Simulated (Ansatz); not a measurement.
Reaction: SiHSF3 (trifluoro(sulfanyl)silane, SMILES F[Si](F)(F)S) → SiF3 (SMILES F[Si](F)F, doublet) + HS (SMILES [SH], doublet) (the S-Si bond breaks)
Each species at its own B3LYP-D3(BJ)/def2-TZVP minimum (Ansatz, a first-principles code), one conformer.

Total energies in hartree (Ansatz). UHF or UKS for unpaired electrons; spin-orbit terms are left out. Cores are frozen in correlated methods. No relativity.

```tsv
species	HF/cc-pV(T+d)Z	CCSD(T)/cc-pV(T+d)Z	HF/cc-pV(Q+d)Z	CCSD(T)/cc-pV(Q+d)Z	CCSD(T)/cc-pV(D+d)Z	CCSDT(Q)/cc-pV(D+d)Z
1: SiHSF3 (trifluoro(sulfanyl)silane, SMILES F[Si](F)(F)S)	-985.77008	-986.86041	-985.80741	-986.99363	-986.42870	-986.43138
2: SiF3 (SMILES F[Si](F)F, doublet)	-587.54784	-588.41650	-587.58229	-588.53019	-588.05106	-588.05313
3: HS (SMILES [SH], doublet)	-398.10608	-398.28901	-398.10985	-398.30558	-398.22993	-398.23055
```

Work out the bond dissociation energy (electronic) in kcal/mol: take Hartree-Fock from cc-pV(Q+d)Z, extrapolate the CCSD(T) correlation energy as X^-3 (X = 3, 4), and add CCSDT(Q) - CCSD(T) in cc-pV(D+d)Z. 1 hartree = 627.51 kcal/mol.


Species 1: correlation (64·(-1.18622) - 27·(-1.09033))/37 = -1.25619; step -0.00268; E1 = -985.80741 + (-1.25619) + (-0.00268) = -987.06628
Species 2: correlation (64·(-0.94790) - 27·(-0.86866))/37 = -1.00572; step -0.00207; E2 = -587.58229 + (-1.00572) + (-0.00207) = -588.59008
Species 3: correlation (64·(-0.19573) - 27·(-0.18293))/37 = -0.20507; step -0.00062; E3 = -398.10985 + (-0.20507) + (-0.00062) = -398.31554
-1·E1 +1·E2 +1·E3 = 0.16066 hartree = 100.8 kcal/mol.
